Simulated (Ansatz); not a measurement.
Molecule: formic acid, CH₂O₂, charge 0, multiplicity 1. SMILES: C(O)=O
Geometry from a B3LYP-D3(BJ)/def2-TZVP (Ansatz, a quantum-chemistry and plane-wave program) optimisation:
```
C
O 1 1.1967
O 1 1.3439 2 125.18
H 3 0.9719 1 107.71 2 0.00
H 1 1.0974 2 125.25 3 -180.00
```

Computed values are from Ansatz. Valence correlation only, unless marked. UHF or UKS for open shells. No spin-orbit coupling. No relativistic terms. Basis-set limits of correlation are two-point, X^-3; Hartree-Fock from the larger set. [CCSD(T)-MP2]/basis is that difference in the basis named.

```json
{
 "atomisation energy De": "500.3 kcal/mol at CCSD(T)/CBS(cc-pVTZ,cc-pVQZ)",
 "vertical ionisation energy (to the doublet)": "11.65 eV at RI-MP2/CBS(aug-cc-pVTZ,aug-cc-pVQZ)+[CCSD(T)-MP2]/aug-cc-pVTZ",
 "vertical_triplet_singlet_gap": "5.62 eV at RI-MP2/CBS(aug-cc-pVTZ,aug-cc-pVQZ)+[CCSD(T)-MP2]/aug-cc-pVTZ",
 "total_energy": "-189.5944 Eh at CCSD(T)/CBS(cc-pVTZ,cc-pVQZ)",
 "dipole_moment": "1.45 D at CCSD(T)/aug-cc-pVDZ",
 "T1 diagnostic": "0.016 at CCSD/cc-pVQZ",
 "measured enthalpy of formation, 298 K": "-90.5 kcal/mol (G2/97 table in ASE (Curtiss et al.); older table, unchecked)",
 "measured_dipole_moment": "1.41 D (NIST CCCBDB, as tabulated in the package chemicals; older table, unchecked)"
}
```
